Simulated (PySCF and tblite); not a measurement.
tetrahydrofuran, C4H8O, numbered as in [CH2:1]1[CH2:2][CH2:3][O:4][CH2:5]1.

Conformers came from 90 starts (ETKDG and KDG, MMFF94s, GFN2-xTB); geometries are PBE0-D3(BJ)/def2-SVP. Free energies are PBE0-D3(BJ)/def2-TZVP single points with GFN2-xTB rigid-rotor and vibrational terms (modes under about 100 cm⁻¹ blended into free rotors). Symmetry numbers and mirror images are counted. Conformers within 3 kcal/mol (GFN2-xTB free energy) were kept, 8 at most. GIAO shieldings: WP04/pcSseg-2. Shifts are against TMS (¹H), TMS (¹³C) at the same level. (PySCF 2.14, tblite 0.8.)

The 5-ring runs over atoms 1–2–3–4–5. Of a mirror pair one member is shown.

| conformer | shape | weight % | dipole D |
| --- | --- | --- | --- |
| 1 | 5-ring twist (ring torsions 31, -12, -13, 32, -37°) | 100.0 | 1.73 |

(1) How do the computed shifts compare with measured ones?

(2) And the dipole moment in the gas phase?

Results:

(1) 
```tsv
nucleus	signal	leading conformer	average	measured	medium
¹H	H1/H2	1.74	1.74	1.79	THF-d8
¹H	H3/H5	3.64	3.64	3.62	THF-d8
¹³C	C1/C2	32.7	32.7	26.19	THF-d8
¹³C	C3/C5	74.5	74.5	68.03	THF-d8
```

Measured values: Fulmer et al., Organometallics 2010, 29, 2176. Mean difference for ¹H: -0.02 ppm, scatter 0.04 ppm. Mean difference for ¹³C: 6.49 ppm, scatter 0.02 ppm. The computed shifts are unscaled and lack vibrational corrections.

(2) Computed: 1.73 D in the leading conformer, 1.73 D as root mean square over the ensemble. Measured: 1.63 D (NIST CCCBDB Release 22 (SRD 101), experimental dipoles).
